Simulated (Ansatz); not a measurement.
Results of PBE0-D4 in Ansatz (PAW) for 2H MoTe2.

Run with plane-wave cutoff 500 eV, 12×12×2 k mesh (along the axes of the cell as run), gaussian smearing 0.02 eV, scalar-relativistic PAW data made under PBE.

Computed at the level's own relaxed cell.

Question: What does this level give for the volume per atom, lattice constant a and lattice parameter c?

Answer: 
- volume per atom: 23.73 Å³/atom
- lattice constant a: 3.463 Å
- lattice parameter c: 13.713 Å

Measured, for comparison: lattice constant a 3.518 Å, lattice parameter c 13.974 Å (300 K, not corrected to a static lattice; as tabulated in arXiv:1605.07067). Computed (rounded) less measured: lattice constant a -1.6 %, lattice parameter c -1.9 %. A static lattice is as a rule a little smaller and stiffer than an uncorrected measurement, which narrows the difference in the lattice constant a, lattice parameter c and would widen misses of the other sign.

Note: a distance lies near a switch of the dispersion term, which can move the cell.

Spin–orbit coupling is not included.

The computed numbers hold no vibrational or temperature effects.

Ansatz is an electronic-structure program.
